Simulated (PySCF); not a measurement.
Ionisation energies (eV) were calculated with PySCF 2.14 by PBE, UHF, LDA, in another order, as differences of total energies without spin-orbit coupling. The measured values are between term centres (NIST).

| species | measured | A | B | C |
| --- | --- | --- | --- | --- |
| He (aug-cc-pVQZ-DK, spin-free X2C) | 24.587 | 23.448 | 24.304 | 24.468 |
| Be (aug-cc-pVQZ-DK, spin-free X2C) | 9.323 | 8.044 | 9.026 | 8.999 |
| B⁺ (aug-cc-pVQZ-DK, spin-free X2C) | 25.155 | 23.450 | 24.557 | 24.609 |
| Ge (aug-cc-pVQZ-DK, spin-free X2C) | 7.925 | 7.402 | 8.002 | 7.880 |
| Ge⁺ (aug-cc-pVQZ-DK, spin-free X2C) | 15.789 | 15.255 | 15.890 | 15.764 |
| In⁺ (aug-cc-pVQZ-DK3, spin-free X2C) | 18.870 | 17.016 | 19.388 | 18.957 |
| Sb (aug-cc-pVQZ-PP with ECP28MDF, ECP) | 9.124 | 8.576 | 9.121 | 8.964 |
| I⁺ (aug-cc-pVQZ-DK3, spin-free X2C) | 18.750 | 17.672 | 19.045 | 18.726 |

Which column is which method?

A is UHF (mean error -1.08 eV); B is LDA (mean error -0.02 eV); C is PBE (mean error -0.14 eV). Hartree-Fock lacks the correlation of the electron removed and comes out lowest. LDA overbinds the outer electron and comes out highest. PBE, with gradient corrections, lies close to experiment on average, with errors of both signs.
